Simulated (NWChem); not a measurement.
# hydrazine (N₂H₄); SMILES NN

Results from NWChem. Medium grid unless said otherwise, to which SCAN and Minnesota functionals are sensitive. The geometry was optimised at PBE-D3(BJ)/def2-SVP.

**Question.** Order these by “highest occupied level (eV)”, lowest first: M06-L/def2-SVP; Hartree-Fock/def2-SVP; B3LYP/def2-SVP; LC-BLYP (range parameter 0.33 per bohr)/def2-SVP; M06-2X/def2-SVP.

**Answer.** Hartree-Fock/def2-SVP (-11.00), LC-BLYP (range parameter 0.33 per bohr)/def2-SVP (-9.12), M06-2X/def2-SVP (-8.39), B3LYP/def2-SVP (-6.53), M06-L/def2-SVP (-5.56)
